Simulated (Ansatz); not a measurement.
# triplet AlH3 at 4 levels

We compute a comparison of 4 runs (UBHLYP/def2-TZVPPD, UHSE06/def2-TZVPPD, UPBE0/def2-TZVPPD, USVWN5/def2-TZVPPD) of triplet AlH3. 

The calculation is run with Ansatz 0.2.0.

35 further runs of the same task are left out: 1 that didn't finish, 34 set aside as unsound or not needed.

### 1 The molecule

The species is AlH3 (4 atoms), meant as a triplet with charge 0. SMILES of the parent species: `[AlH3]`. Geometry: relaxed at PBE0-D4/def2-TZVP. That shape belongs to the parent species and isn't relaxed for this state.

Bond lengths: Al1–H2 1.586 Å, Al1–H3 1.586 Å, Al1–H4 1.586 Å. Angles: H2–Al1–H3 120.0°, H2–Al1–H4 120.0°, H3–Al1–H4 120.0°.

### 2 A single-point energy at UBHLYP/def2-TZVPPD (run 1)

File run.yaml:

```yaml
crystal:
  periodic: [false, false, false]
  atoms:
    - symbol: Al
      position_ang: [0.013700, -0.014800, -0.005100]
    - symbol: H
      position_ang: [0.633200, 0.670900, 1.283600]
    - symbol: H
      position_ang: [-1.340800, -0.832000, 0.105100]
    - symbol: H
      position_ang: [0.749400, 0.115700, -1.403900]
basis:
  gaussian:
    orbitals: def2-TZVPPD.json
magnetization:
  spin_polarized: true
  initial_magnetization: 2
hamiltonian:
  xc: {name: BHLYP}
accuracy: high
output: {orbitals: {seedname: orbitals}}
```

The basis set def2-TZVPPD is read from a file made from the Basis Set Exchange's data (not shown).

Started as:

```sh
ansatz run run.yaml --threads 1 --pin off --max-ram 3480MiB --events-out events.jsonl --progress --plain --runs-dir runs
```

Output:

```text
Warning: RAYON_NUM_THREADS=1 ignored (pool sized by the plan → 1); use --threads N
Functional definition: BHLYP
  name "BHLYP"
  parameter a = 0.5
  exchange = (1 - a)*b88_x + a*exact_x
  correlation = lyp_c
1496 factors; integrals over basis functions are off by at most 3.3e-9 eV
mean field evaluation 1: about -6639.4214 eV, gradient 6.4e0 eV
mean field evaluation 2: about -6639.7553 eV, gradient 3.2e0 eV
mean field evaluation 4: about -6639.8659 eV, gradient 4.1e-1 eV
mean field evaluation 8: about -6639.8725 eV, gradient 9.3e-2 eV
mean field evaluation 16: about -6639.8825 eV, gradient 3.6e-1 eV
mean field evaluation 32: about -6639.8860 eV, gradient 7.7e-2 eV
mean field -6639.88638973 eV, -244.0113241459 hartree, gradient 2.4e-8 eV, S^2 2.028543; 4 other end points of the search recorded, 0 dependent functions left out
reference -6639.88641252 eV, -244.0113249833 hartree; 9, 7 occupied and 90, 92 virtual orbitals, 1496 factors
Total energy: -6639.88641252 eV, -244.0113249833 hartree
```

It took 22 s on 1 thread of Arm Neoverse V1, shared host; peak memory 0.27 GiB.

### 3 The energy at UHSE06/def2-TZVPPD (run 2)

File in.yaml:

```yaml
crystal:
  periodic: [false, false, false]
  atoms:
    - {symbol: Al, position_ang: [0.013700, -0.014800, -0.005100]}
    - {symbol: H, position_ang: [0.633200, 0.670900, 1.283600]}
    - {symbol: H, position_ang: [-1.340800, -0.832000, 0.105100]}
    - {symbol: H, position_ang: [0.749400, 0.115700, -1.403900]}
basis:
  gaussian: {orbitals: def2-TZVPPD.json}
magnetization: {spin_polarized: true, initial_magnetization: 2}
hamiltonian: {xc: hse06}
accuracy: high
output: {orbitals: {seedname: orbitals}}
```

The basis set def2-TZVPPD is read from a file made from the Basis Set Exchange's data (not shown).

Started as:

```sh
ansatz run in.yaml --threads 1 --pin off --max-ram 3480MiB --events-out events.jsonl --progress --plain --runs-dir runs
```

Output:

```text
Warning: RAYON_NUM_THREADS=1 ignored (pool sized by the plan → 1); use --threads N
Functional definition: HSE06
  name "HSE06"
  parameter a = 0.25
  parameter omega = 0.11/bohr
  exchange = pbe_x - a*pbe_x_sr(omega) + a*exact_x_sr(omega)
  correlation = pbe_c
1496 factors; integrals over basis functions are off by at most 3.3e-9 eV
103 factors; integrals over basis functions are off by at most 1.6e-9 eV
mean field evaluation 1: about -6636.2357 eV, gradient 7.0e0 eV
mean field evaluation 2: about -6633.7706 eV, gradient 1.6e1 eV
mean field evaluation 4: about -6636.5066 eV, gradient 4.7e0 eV
mean field evaluation 8: about -6636.7310 eV, gradient 3.9e-1 eV
mean field evaluation 16: about -6636.7349 eV, gradient 1.5e-2 eV
mean field evaluation 32: about -6636.7349 eV, gradient 4.4e-8 eV
mean field evaluation 64: about -6636.7186 eV, gradient 4.6e-1 eV
mean field -6636.73494339 eV, -243.8955106289 hartree, gradient 4.4e-8 eV, S^2 2.005658; 3 other end points of the search recorded, 0 dependent functions left out
reference -6636.73494699 eV, -243.8955107614 hartree; 9, 7 occupied and 90, 92 virtual orbitals, 1496 factors
Total energy: -6636.73494699 eV, -243.8955107614 hartree
```

Wall time 19 s (1 thread of Arm Neoverse V1, shared host); peak memory 0.28 GiB.

Run 3 isn't shown in full; the table further down has it.

### 4 The energy at USVWN5/def2-TZVPPD (run 4)

File job.yaml:

```yaml
crystal:
  periodic: [false, false, false]
  atoms:
    - symbol: Al
      position_ang: [0.013700, -0.014800, -0.005100]
    - symbol: H
      position_ang: [0.633200, 0.670900, 1.283600]
    - symbol: H
      position_ang: [-1.340800, -0.832000, 0.105100]
    - symbol: H
      position_ang: [0.749400, 0.115700, -1.403900]
basis:
  gaussian:
    orbitals: def2-TZVPPD.json
magnetization:
  spin_polarized: true
  initial_magnetization: 2
hamiltonian:
  xc: {name: SVWN5}
accuracy: high
output: {orbitals: {seedname: orbitals}}
```

The basis set def2-TZVPPD is read from a file made from the Basis Set Exchange's data (not shown).

Started as:

```sh
ansatz run job.yaml --threads 1 --pin off --max-ram 3480MiB --events-out events.jsonl --progress --plain --runs-dir runs
```

Output:

```text
Warning: RAYON_NUM_THREADS=1 ignored (pool sized by the plan → 1); use --threads N
Functional definition: SVWN5
  name "SVWN5"
  exchange = slater_x
  correlation = vwn5_c
1496 factors; integrals over basis functions are off by at most 3.3e-9 eV
mean field evaluation 1: about -6609.9659 eV, gradient 8.7e0 eV
mean field evaluation 2: about -6606.6334 eV, gradient 1.8e1 eV
mean field evaluation 4: about -6609.5370 eV, gradient 1.0e1 eV
mean field evaluation 8: about -6610.3281 eV, gradient 5.9e0 eV
mean field evaluation 16: about -6610.7338 eV, gradient 1.7e-2 eV
mean field evaluation 32: about -6610.7156 eV, gradient 5.9e-1 eV
mean field -6610.73379664 eV, -242.9399861103 hartree, gradient 1.3e-8 eV, S^2 2.001896; 3 other end points of the search recorded, 0 dependent functions left out
reference -6610.73379975 eV, -242.9399862245 hartree; 9, 7 occupied and 90, 92 virtual orbitals, 1496 factors
Total energy: -6610.73379975 eV, -242.9399862245 hartree
```

Run time: 7.2 s. Hardware: 1 thread of Arm Neoverse V1, shared host; peak memory 0.23 GiB.

### 5 All runs side by side

| run | level | energy (Eh) | HOMO energy (eV) | ⟨S²⟩ | wall time |
| --- | --- | --- | --- | --- | --- |
| 1 | UBHLYP/def2-TZVPPD | -244.011325 | -4.68 | 2.029 | 22 s |
| 2 | UHSE06/def2-TZVPPD | -243.895511 | -3.86 | 2.006 | 19 s |
| 3 | UPBE0/def2-TZVPPD | -243.901875 | -4.24 | 2.006 | 19 s |
| 4 | USVWN5/def2-TZVPPD | -242.939986 | -3.48 | 2.002 | 7.2 s |

### 6 Outcome

```
                                 quantity          value
                      run 4: total energy  -242.93999 Eh
run 4: HOMO energy (highest over α and β)       -3.48 eV
                              run 4: ⟨S²⟩          2.002
```

What this shows: Totals of different functionals can't be ranked against each other. All runs together took 68 s, the longest 22 s.
